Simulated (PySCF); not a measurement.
Species: C₄H₅F.
InChI=1S/C4H5F/c5-4-1-3(4)2-4/h3H,1-2H2/t3-,4-

The closed-shell ground state was solved at several levels (PySCF, density fitting, gas phase, non-relativistic). Isolated species at its PBE0-D3(BJ)/def2-SVP geometry, gas phase.

| level | basis functions | total energy (Eh) | HOMO (eV) | LUMO (eV) | gap (eV) | dipole (D) |
| --- | --- | --- | --- | --- | --- | --- |
| PBE0/6-31G* | 80 | -254.8944 | -6.81 | 2.78 | 9.59 | 0.97 |
| B3LYP/pcSseg-2 | 250 | -255.2816 | -6.91 | 0.59 | 7.50 | 1.22 |
| B97-D/pcSseg-2 | 250 | -255.1083 | -5.81 | 0.35 | 6.16 | 1.12 |
| BLYP/pcSseg-2 | 250 | -255.1968 | -5.73 | 0.20 | 5.93 | 1.13 |
| PBE0/6-311+G(2d,p) | 165 | -254.9738 | -7.11 | 0.45 | 7.56 | 1.26 |
| wB97X-D/def2-SVPD | 143 | -254.9241 | -9.04 | 2.54 | 11.58 | 1.32 |
| PBE0/aug-cc-pVDZ | 160 | -254.9304 | -7.07 | 0.08 | 7.15 | 1.24 |
| PBE0/cc-pVTZ | 220 | -254.9893 | -7.04 | 1.66 | 8.70 | 1.12 |
| mPW1PW91/pcSseg-2 | 250 | -255.2217 | -7.13 | 0.85 | 7.98 | 1.21 |

Estimate the row for PBE0/def2-SVP, a basis of 95 functions; the other rows only guide the guess.

Total energy -254.7151 Eh, HOMO -7.05 eV, LUMO 2.18 eV, gap 9.23 eV, dipole 1.05 D.

Over all these levels, which gives the widest orbital gap and which the narrowest?

wB97X-D/def2-SVPD (range-separated hybrid) has the widest, 11.58 eV, and BLYP/pcSseg-2 (GGA) the narrowest, 5.93 eV. Functional and basis both differ between the two, so the spread mixes both effects.

How much does the basis alone move the frontier levels among the 5 PBE0 rows (the withheld one included)?

The HOMO by 0.30 eV and the LUMO by 2.70 eV. By rising basis size (HOMO, LUMO in eV): 6-31G* -6.81, 2.78; def2-SVP -7.05, 2.18; aug-cc-pVDZ -7.07, 0.08; 6-311+G(2d,p) -7.11, 0.45; cc-pVTZ -7.04, 1.66.

In the pcSseg-2 basis, how does the gap go with the fixed share of exact exchange?

BLYP (0 %) 5.93 eV; B97-D (0 %) 6.16 eV; B3LYP (20 %) 7.50 eV; mPW1PW91 (25 %) 7.98 eV. Each rise in the share widens the gap here.

How far do the dipole and the HOMO energy spread over the levels?

The dipole runs from 0.97 to 1.32 D (mean 1.16 D) and the HOMO from -9.04 to -5.73 eV.

B97-D and wB97X-D is run here without its empirical dispersion term; that term would change no orbital, density or response property at a fixed geometry.
